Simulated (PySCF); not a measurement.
Static response to an electric field

Species: AlCl2H.
Structure used (PBE0-D3(BJ)/def2-SVP), in Å, numbered top down from 1:
```xyz
4
AlCl2H angstrom
Al    -0.0791   -0.1268   -0.0014
Cl     2.0127   -0.1441    0.0186
Cl    -1.0364    1.7336   -0.0212
H     -0.8973   -1.4627    0.0040
```

Level: wB97X-D/def2-SVPD (PySCF), static field, nuclei fixed, core orbitals frozen in the response. The polarisability tensor in these axes (au):

```
x   58.26 -4.05  0.16
y   -4.05 54.20 -0.11
z    0.16 -0.11 43.00
```

Question: What are the eigenvalues, a third of the trace, and Δα (Δα² = ½Σ(αi − αj)² over the three pairs)?

Answer: Principal values 43.00, 51.70 and 60.76 au; mean 51.82 au = 7.68 Å³ = 8.54 × 10⁻⁴⁰ C²·m²/J; Δα = 15.38 au (30 % of the mean).

Question: What is the dipole moment, and where does it point?

Answer: (-0.66, -1.06, -0.01) D, 1.24 D in size, pointing from the negative to the positive side. Measured along this direction, the outermost atoms are Cl2 and Cl3 at the negative end and H4 at the positive end.

Question: In TDDFT the mean static polarisability is Σ f/ω² over all singlet excitations (ω in hartree). How much of it do the 15 lowest give? Their energies (eV) and oscillator strengths: 6.65, 0.0138; 6.79, 0.0000; 7.32, 0.0226; 7.63, 0.0697; 7.71, 0.0188; 7.74, 0.0001; 7.89, 0.0069; 7.90, 0.1568; 8.29, 0.1614; 8.42, 0.0000; 8.83, 0.0315; 9.13, 0.0867; 9.27, 0.0019; 9.40, 0.3199; 9.46, 0.1926.

Answer: They add up to 10.70 au, 20.7 % of the 51.82 au; the largest single term is 2.68 au, from the state at 9.40 eV. Terms in order: 0.23, 0.00, 0.31, 0.89, 0.23, 0.00, 0.08, 1.86, 1.74, 0.00, 0.30, 0.77, 0.02, 2.68, 1.59 au. Higher excitations give the rest. The strengths listed sum to 1.083.

Question: Estimate the molar refractivity from the static electronic polarisability.

Answer: Lorentz–Lorenz: R = (4π/3)N_A α = 2.5225 cm³/(mol·Å³) × 7.68 Å³ = 19.4 cm³/mol, in the limit of long wavelengths.

Question: What depolarisation ratio follows for Rayleigh scattering of linearly polarised light, taking the static tensor?

Answer: ρ = 3Δα²/(45ᾱ² + 4Δα²) = 710.0/(120841 + 946.6) = 0.00583.

Question: Directions of the eigenvectors, and the extent of the frame along each?

Answer: Largest value along (0.85, -0.53, 0.01), where the nuclei span 3.58 Å; middle along (0.53, 0.85, 0.00), 2.65 Å; least along (-0.01, 0.01, 1.00), 0.00 Å. The response follows the extents in order.

Question: Refractivity n − 1 of an ideal gas of it at 350 K and 1 atm, from the electronic α?

Answer: N = p/kT = 2.0968 × 10¹⁹ cm⁻³, so n − 1 = 2π × N × 7.68 × 10⁻²⁴ cm³ = 1012 × 10⁻⁶ at long wavelengths.

Geometry: PBE0-D3(BJ)/def2-SVP; no solvent, vibrations or thermal averaging.

The run behind these numbers computed excited states as well. Time: 3.5 s of wall time. Hardware: one thread of an Arm Neoverse V1, no GPU, on a shared host.
